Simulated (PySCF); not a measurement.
Simulated outer-valence photoelectron spectrum of `C=C(C)C=O` (methacrolein). Computed with EOM-IP-CCSD/aug-cc-pVDZ in PySCF, restricted Hartree–Fock reference, 5 core orbitals frozen, non-relativistic, gas phase, PBE0-D3(BJ)/def2-SVP geometry.

Each root has a Gaussian of 0.8 eV full width with its one-hole share as area; cross sections and vibrations are left out, and the highest printed point is 100.

(ionisation energy (eV), intensity): (8.8, 0), (9.0, 2), (9.2, 6), (9.4, 17), (9.6, 32), (9.8, 47), (10.0, 56), (10.2, 56), (10.4, 49), (10.6, 34), (10.8, 18), (11.0, 7), (11.2, 2), (11.4, 0), (11.6, 0), (11.8, 0), (12.0, 0), (12.2, 0), (12.4, 1), (12.6, 6), (12.8, 18), (13.0, 42), (13.2, 73), (13.4, 97), (13.6, 100), (13.8, 81), (14.0, 56), (14.2, 45), (14.4, 50), (14.6, 59), (14.8, 61), (15.0, 53), (15.2, 40), (15.4, 30), (15.6, 31), (15.8, 37), (16.0, 37), (16.2, 27), (16.4, 14), (16.6, 5), (16.8, 1), (17.0, 0)

Where are the maxima, and how many lines lie under the curve?

4 maxima, at 10.1, 13.5, 14.8 and 15.9 eV, from 8 lines. At this width some lines have no maximum of their own.

List the lines with their holes.

| E (eV) | leading hole (HF orbital) | area | Koopmans (eV) |
| --- | --- | --- | --- |
| 9.85 | HOMO-1 | 0.94 | 11.60 |
| 10.37 | HOMO | 0.96 | 10.42 |
| 13.29 | HOMO-3 | 0.95 | 14.58 |
| 13.55 | HOMO-2 | 0.93 | 14.38 |
| 13.68 | HOMO-4 | 0.95 | 14.94 |
| 14.54 | HOMO-6 | 0.94 | 16.13 |
| 14.98 | HOMO-5 | 0.93 | 15.96 |
| 15.93 | HOMO-7 | 0.93 | 17.97 |

The widest gap, 2.92 eV, lies between 10.37 and 13.29 eV. Only orbitals with −ε under 21 eV, eight at most, were ionised, so the high end of the curve may lack lines.

The values belong to the conformer `[CH2:1]=[C:2]([CH3:3])[CH:4]=[O:5]`: C1–C2–C4–O5 179°.
